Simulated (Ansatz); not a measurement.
## Relative stability

Two relaxed structures of Na2AlH, closed shell (PBE0-D4/def2-TZVP; forces vanish, vibrations not checked).

A:

```xyz
4
angstrom
Na -2.6877 0.4871 -1.0072
Al 0.0557 0.0980 0.0033
Na 1.7666 -2.1083 0.9537
H 0.8654 1.5232 0.0502
```

B:

```xyz
4
angstrom
Na -3.0847 -1.3498 -0.1072
Al -0.4801 0.5034 -0.1606
Na -2.7829 1.1756 -2.2104
H -0.7543 1.6771 -1.3971
```

Program: Ansatz 0.2.0. Basis: def2-TZVPP. Cores are frozen in the correlated methods. The outer core shell of Li, Na, Mg and K is correlated. The def2 sets are not built for correlating such inner shells, so the correlated values are less sure here. B3LYP uses VWN-RPA correlation.

**Question.** Which structure is lower at CCSD(T), and by how much? (An estimate is asked for; the value comes from the calculation.)

**Answer.** By the calculation: B, by 5.20 kcal/mol (electronic energy, against the other). By their contacts, A is Na₂AlH ([Na][AlH][Na]) and B is Na₂AlH ([Na][Na]1[H][Al]1).

All methods give the same order:

```json
{"method": "PBE-D4", "E(B) − E(A) (kcal/mol)": "-4.46"}
{"method": "r2SCAN-D4", "E(B) − E(A) (kcal/mol)": "-3.97"}
{"method": "PBE0-D4", "E(B) − E(A) (kcal/mol)": "-4.07"}
{"method": "B3LYP-D4", "E(B) − E(A) (kcal/mol)": "-4.34"}
{"method": "wB97M-V", "E(B) − E(A) (kcal/mol)": "-5.05"}
{"method": "HF", "E(B) − E(A) (kcal/mol)": "-3.17"}
{"method": "MP2", "E(B) − E(A) (kcal/mol)": "-3.38"}
{"method": "CCSD", "E(B) − E(A) (kcal/mol)": "-4.82"}
{"method": "CCSD(T)", "E(B) − E(A) (kcal/mol)": "-5.20"}
```

T1 diagnostic: at most 0.017. The restricted Hartree–Fock reference is unstable towards an unrestricted one at one or more of these structures.

Labels in which every atom is bracketed show which atoms are joined, not bond orders.

For scale, one of the runs: CCSD(T)/def2-TZVPP, 120 basis functions, launched by `ansatz run in.yaml --threads 2 --pin off --events-out ev --progress --plain --max-ram 4352MiB`. The run took about 11 s on 2 CPU threads of an Arm Neoverse V2 (shared host).
